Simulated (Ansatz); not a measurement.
```yaml
crystal:
  periodic: [false, false, false]
  atoms:
    - {symbol: Cu, position_ang: [-0.356228, 0.000017, -0.000782]}
    - {symbol: C, position_ang: [1.523832, -0.000073, 0.003344]}
    - {symbol: H, position_ang: [2.150257, 0.880599, 0.002168]}
    - {symbol: H, position_ang: [2.150161, -0.880806, 0.007269]}
basis:
  gaussian: {orbitals: def2-TZVP}
magnetization: {spin_polarized: true, initial_magnetization: 1}
hamiltonian: {xc: pbe0}
relax: {f_tol: 0.004, max_steps: 80}
```

```sh
$ ansatz run in.yaml --threads 1 --pin off --events-out ev --progress --plain --max-ram 2176MiB
```

Steps of the relaxation (energy above the last step; positions in Å, forces in eV/Å):

```
4
step 1, 34.7 meV
Cu   -0.356    0.000   -0.001    0.556    0.000    0.001
C     1.524    0.000    0.003   -0.309    0.000   -0.001
H     2.150    0.881    0.002   -0.123    0.497   -0.002
H     2.150   -0.881    0.007   -0.124   -0.497    0.001
```

```
4
step 2, 6.5 meV
Cu   -0.332    0.000   -0.001    0.297    0.000    0.001
C     1.531    0.000    0.003   -0.062    0.000    0.000
H     2.134    0.906    0.002   -0.118    0.098   -0.001
H     2.134   -0.906    0.007   -0.118   -0.098    0.000
```

```
4
step 3, 0.0 meV
Cu   -0.307    0.000   -0.001   -0.012    0.000    0.000
C     1.537    0.000    0.003    0.024    0.000    0.000
H     2.119    0.919    0.002   -0.006   -0.010    0.000
H     2.119   -0.919    0.007   -0.006    0.010    0.000
```

```
4
step 5, 0.0 meV
Cu   -0.307    0.000   -0.001    0.000    0.000    0.000
C     1.537    0.000    0.003    0.000    0.000    0.000
H     2.119    0.919    0.002    0.000    0.000    0.000
H     2.119   -0.919    0.007    0.000    0.000    0.000
```

Close pairs at the end: C2–H3 1.088 Å, C2–H4 1.088 Å, Cu1–C2 1.844 Å.

A stationary point of unrestricted PBE0 after 5 steps, with ⟨S²⟩ = 0.759 against 0.75 for a pure state; no frequencies were run, so it isn't proven a minimum. 55 s on 1 thread of Arm Neoverse N1, shared host.
